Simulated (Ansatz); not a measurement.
System: hcp Co. Method: PBEsol (Ansatz, a program for electronic structure, plane waves, PAW).

Run with plane-wave cutoff 520 eV, 24×24×14 k mesh (along the axes of the cell as run), Fermi–Dirac smearing 0.05 eV, spin-polarised with parallel moments, scalar-relativistic PAW data made under PBE.

Cell (relaxed at this level):

```cif
data_Co2
_chemical_formula_sum 'Co2'
_space_group_name_H-M_alt 'P 1'
_space_group_IT_number 1
_cell_length_a 2.45672
_cell_length_b 2.45672
_cell_length_c 3.96945
_cell_angle_alpha 90.000
_cell_angle_beta 90.000
_cell_angle_gamma 120.000
loop_
_space_group_symop_operation_xyz
  'x, y, z'
loop_
_atom_site_label
_atom_site_type_symbol
_atom_site_fract_x
_atom_site_fract_y
_atom_site_fract_z
_atom_site_occupancy
Co1 Co 0.33333 0.66667 0.25000 1
Co2 Co 0.66667 0.33333 0.75000 1
```
Starting moments (μB, in the order of the record's atoms Co Co): 1.8 1.8.

Problem. Estimate the bulk modulus, magnetic moment per atom (the cell's total over its atoms) and pressure derivative B′ of the bulk modulus that the calculation returns.

Solution. 
- bulk modulus = 242 GPa
- magnetic moment per atom (the cell's total over its atoms) = 1.58 μB
- pressure derivative B′ of the bulk modulus = 4.6

The run finds no gap.

Measured, for comparison: bulk modulus 193 GPa (zero-point energy and finite temperature contributions removed, our sources range from 193 to 198; as tabulated in doi:10.1021/acs.jctc.3c00612). Computed (rounded) less measured: bulk modulus +25 % (+22 % to +25 % over the range).

Note: the bulk modulus comes from volumes at which shape and atoms were relaxed.

Moments are spin moments.

Static lattice: no zero-point or thermal effects.

It cost very roughly 11 core-minutes of CPU time.
